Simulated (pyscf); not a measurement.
Four-centre exchange: H₃C–AlH₂ (SMILES [CH3][AlH2]) + HO–SiH₃ (SMILES O[SiH3]) -> H₃C–AlH–O–SiH₃ (SMILES [CH3][AlH][O][SiH3]) + H₂ (SMILES [H][H])

Gas phase, singlet surface, charge 0. Bonds broken: Al2–H6, O8–H10. Bonds formed: Al2–O8, H6–H10. Structures and frequencies: ωB97X-D3(BJ)/def2-SVP in PySCF.

Transition state (Å):

```xyz
13

C     -1.4047    -1.4690    -1.0329
Al    -0.8379    -0.5920     0.6141
H     -0.5450    -1.8920    -1.5818
H     -1.9249    -0.7747    -1.7134
H     -2.0918    -2.3074    -0.8243
H     -2.0837     0.4716     1.2722
H     -0.0439    -1.3130     1.7844
O     -0.2339     1.1870     0.3824
Si     1.0650     2.2435     0.5362
H     -1.2923     1.1526     0.9221
H      0.8193     3.4471    -0.3022
H      1.2204     2.6504     1.9601
H      2.2839     1.5284     0.0706
```

One imaginary mode, 1272i cm⁻¹; descent along it reached the two sides named, in the forms told below.

| bond | change | reactant side (Å) | saddle | product side |
|---|---|---|---|---|
| Al2–H6 | breaks | 1.603 | 1.765 | 2.416 |
| O8–H10 | breaks | 0.965 | 1.189 | 2.6 |
| Al2–O8 | forms | 1.989 | 1.893 | 1.711 |
| H6–H10 | forms | 3.1 | 1.101 | 0.762 |

Electronic energies relative to the separated reactants (kJ/mol):

```json
[
 {"level": "ωB97X-D3(BJ)/def2-TZVP", "barrier": "-40.0", "reaction energy": "-153.9", "reverse barrier": "113.9"},
 {"level": "PBE/def2-TZVP", "barrier": "-44.5", "reaction energy": "-142.3", "reverse barrier": "97.9"},
 {"level": "r²SCAN/def2-TZVP", "barrier": "-51.9", "reaction energy": "-156.9", "reverse barrier": "105.0"},
 {"level": "B3LYP-D3(BJ)/def2-TZVP", "barrier": "-39.4", "reaction energy": "-155.2", "reverse barrier": "115.7"},
 {"level": "PBE0-D3(BJ)/def2-TZVP", "barrier": "-44.4", "reaction energy": "-145.0", "reverse barrier": "100.6"},
 {"level": "M06-2X/def2-TZVP", "barrier": "-41.4", "reaction energy": "-165.0", "reverse barrier": "123.6"},
 {"level": "ωB97M-D3(BJ)/def2-TZVP", "barrier": "-33.0", "reaction energy": "-149.3", "reverse barrier": "116.3"},
 {"level": "HF/def2-TZVP", "barrier": "21.2", "reaction energy": "-143.8", "reverse barrier": "164.9"}
]
```

With ωB97M-D3(BJ)/def2-TZVP energies and thermal terms (ideal gas, 1 atm, RRHO with modes under 100 cm⁻¹ raised to 100, one conformer, R ln 2 for rigid chiral ones), in kJ/mol:

| T (K) | ΔH‡ | ΔG‡ | ΔH | ΔG |
|---|---|---|---|---|
| 298 | -36.3 | 12.6 | -155.9 | -144.1 |
| 600 | -36.0 | 62.1 | -151.6 | -133.9 |
| 900 | -33.9 | 110.8 | -148.5 | -125.8 |
| 1200 | -30.9 | 158.6 | -146.1 | -118.6 |

On the reactant side the descent ends in an adduct with a Al–O contact, 94.0 kJ/mol under the separated species and 54.0 kJ/mol under the saddle at ωB97X-D3(BJ)/def2-TZVP. At ωB97X-D3(BJ), PBE, r²SCAN, B3LYP-D3(BJ), PBE0-D3(BJ), M06-2X, ωB97M-D3(BJ) the saddle lies under the separated reactants, which points to a path from their complex (located at ωB97X-D3(BJ) alone). What is counted as formed (Al–O) is already present as a longer contact in the reactant adduct; forming that adduct is a step of its own. At the saddle there is also a short Al–H contact that neither side keeps. One saddle was located; it need not be the lowest between these sides.
